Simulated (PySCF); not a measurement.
## Cost against result

Saddle point of CH7AlO, closed shell (CH₄O ([CH3][OH]) + AlH₃ → CH₅AlO ([CH3][O][AlH2]) + H₂; bonds formed: H2–H5; dative contacts that become bonds: Al1–O6; bonds broken: Al1–H2, H5–O6), PBE0-D4/def2-TZVP structure:

Al1  (-1.044, -0.073, -1.049)
H2  (0.328, 0.797, -1.786)
H3  (-0.844, -1.636, -1.224)
H4  (-2.398, 0.695, -1.317)
H5  (0.453, 0.861, -0.751)
O6  (-0.046, 0.603, 0.358)
C7  (0.735, -0.161, 1.258)
H8  (0.079, -0.716, 1.932)
H9  (1.362, 0.508, 1.850)
H10  (1.374, -0.877, 0.730)
(Å)

Barriers are electronic and count from the start structure reached by relaxing down the imaginary mode.

PySCF 2.14 with density fitting (its default auxiliary sets; JK sets also for MP2 and CCSD(T)); basis: as named in each row; cores frozen in the correlated methods. B3LYP uses VWN-RPA correlation. Extrapolation: Hartree–Fock as exp(−7.88 √X), correlation as X^−2.97.

Times are rough, for one single point on 4 threads of a shared host (Arm Neoverse V1).

The estimate by CCSD(T) at an estimated basis limit (MP2 extrapolated from triple and quadruple zeta, plus CCSD(T) − MP2 in triple zeta) is 75.1 kJ/mol.

```csv
method,basis,time (s),barrier (kJ/mol),method less estimate
HF,STO-3G,under 1,178.1,103.0
B3LYP-D4,6-31G,3,97.7,22.5
PBE-D4,def2-SVP,4,49.3,-25.8
PBE0-D4,def2-SVP,4,66.0,-9.1
MP2,def2-QZVPP,5,67.6,-7.5
SPW92,def2-TZVPP,9,37.2,-37.9
PBE0-D4,def2-TZVPP,10,64.6,-10.5
B3LYP-D4,def2-TZVPP,10,67.3,-7.8
BHLYP-D4,def2-TZVPP,10,85.0,9.9
PBE-D4,def2-TZVPP,12,49.7,-25.4
CCSD(T),def2-SVP,13,84.9,9.8
r2SCAN-D4,def2-TZVPP,28,56.5,-18.6
wB97M-V,def2-TZVPP,180,75.0,-0.1
CCSD(T),def2-TZVPP,310,77.8,2.7
```

All methods are single points on the PBE0-D4 structures.

The T1 diagnostic stays at or below 0.013.

The step is the kind of ligand exchange by which a precursor binds to a hydroxyl group, or is hydrolysed, in atomic layer deposition of oxides.

Labels in which every atom is bracketed show which atoms are joined, not bond orders.
